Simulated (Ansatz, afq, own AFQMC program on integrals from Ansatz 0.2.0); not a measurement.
# CH$_{2}$N, quartet: AFQMC among the cluster methods

```yaml
atoms:
  - { symbol: N, position_ang: [0.0000, 0.0000, 0.8909] }
  - { symbol: C, position_ang: [0.0000, 0.0000, -3.6971] }
  - { symbol: H, position_ang: [0.0000, 0.8633, 1.4031] }
  - { symbol: H, position_ang: [0.0000, -0.8633, 1.4031] }
```

Connectivity, by distances: NH2 ··· C.

Basis cc-pVDZ. Noble-gas cores (and the filled d shells of Ga–Kr and In–Xe) are frozen. Ansatz 0.2.0 and our own AFQMC program on the same integrals; the CISD trial comes from CCSD amplitudes, and released means the phaseless constraint is let go. Error bars are statistical, one sigma.

Determinant: UHF, the one that the program's search chose, which needn't be the lowest solution. The geometry is a point of a scan.

No full CI on the walks' own integrals is used here; CCSDT(Q) serves as the reference and is uncertain by about the last step of the cluster series.

Cautions: lower spins were not checked; the ph-AFQMC/CISD walk drifts between its halves (2.0 errors).

The T1 diagnostic is 0.0064, the weight of the determinant in the CISD state is 0.906 and the ⟨S²⟩ of the determinant is 3.764. The size of the correlated space is 11 electrons in 36 orbitals.

Reference: CCSDT(Q), correlation energy -6.480 eV. The released energy is read at 2.40 1/Eh (meV from the phaseless value at times in 1/Eh: 2 ± 11 at 0.24, 4 ± 10 at 0.51, -24 ± 17 at 0.99, -4 ± 12 at 1.62, -8 ± 16 at 2.40).

```
         level  E − E(reference) (kJ/mol)  share of correlation (%)
            HF                      625.2                      0.00
           MP2                      116.5                     81.37
          CCSD                       11.1                     98.23
       CCSD(T)                        2.3                     99.64
         CCSDT                        0.6                     99.90
 ph-AFQMC/CISD                  0.7 ± 0.8                     99.88
released AFQMC                  0.0 ± 1.6                    100.00
```

A walk keeps the symmetry of its determinant, which the program's search chose and which needn't be the lowest solution, so a lower state of the same spin and another symmetry isn't excluded. Released energies are given only where the last usable release times agree within the noise; a slower fall can still hide under it.
